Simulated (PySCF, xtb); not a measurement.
## Two structures of AlBH4O

We compare a, a singlet given by its coordinates, with b, `B[O][AlH2]`, a singlet. Both are isolated molecules in the gas phase, relaxed with PBE0-D4/def2-SVP; the shapes shown needn't be the lowest conformers.

a (Å):

```yaml
atoms:
  - { symbol: Al, position_ang: [1.2643, -0.7918, -0.9735] }
  - { symbol: B, position_ang: [-0.7617, 0.6945, 1.0520] }
  - { symbol: O, position_ang: [-0.0005, 0.1390, 0.3025] }
  - { symbol: H, position_ang: [-1.5083, 1.2394, 1.7879] }
  - { symbol: H, position_ang: [0.7907, -0.0779, -2.3263] }
  - { symbol: H, position_ang: [2.6456, -0.3168, -0.3180] }
  - { symbol: H, position_ang: [0.7877, -2.2980, -0.7132] }
```

Close contacts (Å): Al1–O3 2.02, B2–O3 1.20, Al1–H5 1.60, Al1–H6 1.60, Al1–H7 1.60, B2–H4 1.18.

b (Å):

```yaml
atoms:
  - { symbol: Al, position_ang: [1.4528, -0.4470, -0.9858] }
  - { symbol: B, position_ang: [-0.8400, 0.7554, 0.6118] }
  - { symbol: O, position_ang: [0.1657, 0.2243, -0.0877] }
  - { symbol: H, position_ang: [-1.8510, 0.1053, 0.7995] }
  - { symbol: H, position_ang: [1.4315, -0.2132, -2.5468] }
  - { symbol: H, position_ang: [2.5499, -1.2421, -0.1760] }
  - { symbol: H, position_ang: [-0.7345, 1.8839, 1.0541] }
```

**Question.** Estimate E(b) − E(a) at the level CCSD(T)/def2-TZVP.

**Answer.** Calculated at CCSD(T)/def2-TZVP: E(b) − E(a) = −113.9 kJ/mol, so structure b lies lower.

How the difference moves with the method:

| level | geometry | E(b) − E(a) (kJ/mol) | departure from the last row (kJ/mol) | job, with rough time for the two |
| --- | --- | --- | --- | --- |
| GFN2-xTB | GFN2-xTB | −68.5 | +45.4 | optimisation, 0.29 s |
| HF/STO-3G | GFN2-xTB | −135.5 | −21.5 | single point, 1.5 s |
| r2SCAN-D4/def2-SVP | GFN2-xTB | −111.2 | +2.8 | single point, 9 s |
| PBE0-D4/def2-SVP | PBE0-D4/def2-SVP | −111.8 | +2.2 | optimisation, 43 s |
| HF/def2-TZVP | PBE0-D4/def2-SVP | −123.2 | −9.3 | part of the CCSD(T) run |
| MP2/def2-TZVP | PBE0-D4/def2-SVP | −114.9 | −0.9 | part of the CCSD(T) run |
| CCSD(T)/def2-TZVP | PBE0-D4/def2-SVP | −113.9 |  | single point, 76 s |

None of the levels shown reverses the order. The largest departure from CCSD(T)/def2-TZVP is that of GFN2-xTB, 45.4 kJ/mol.

With thermal terms from frequencies at re-optimised GFN2-xTB minima (ideal gas, soft modes damped towards free rotors, one conformer each, 298.15 K, 1 atm): the zero-point term adds +7.8 kJ/mol; ΔH is −106.6 and ΔG −106.5 kJ/mol.

The correlated steps freeze 7 core orbitals. Run with PySCF 2.14.0, xtb 6.7.1; the last row on 2 threads of Arm Neoverse V1 on a shared host.
